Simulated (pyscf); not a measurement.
This saddle point was located with ωB97X-D3(BJ)/def2-SVP in PySCF.

```xyz
5

H      2.1070     0.5965    -0.4385
H      0.3449     0.6343     0.2845
O      0.8952    -0.1501     0.1315
O     -0.1678    -1.2289     0.3508
H      0.3419    -1.7976     0.9477
```
Charge 0, spin multiplicity 2.

Surface: doublet, charge 0. Lowest wavenumbers (cm⁻¹): 1394i, 157, 272, 489, 882.

What reaction is this the transition state of?

H atom (H•) + hydrogen peroxide (HO–OH) ⇌ water (H₂O) + hydroxyl (OH•), a substitution at O read from left to right: O–O broken and H–O formed. At CCSD(T)/def2-TZVPP + ΔMP2(QZVPP) it lies +7.0 kcal/mol from the left side and +79.0 kcal/mol from the right (each side as separated species at their lowest minima found). On the product side the descent ends in a complex, 6.6 kcal/mol under the separated species and 82.9 kcal/mol under the saddle at ωB97X-D3(BJ)/def2-TZVP. One saddle was located; it need not be the lowest between these sides. The angle at the attacked O is 161°. The CCSD(T) − MP2 part came from Ansatz, without density fitting, on the same reference. A UHF reference is spin-contaminated (<S²> up to 0.97), which harms MP2 most. Left out: the spin-orbit lowering of OH.
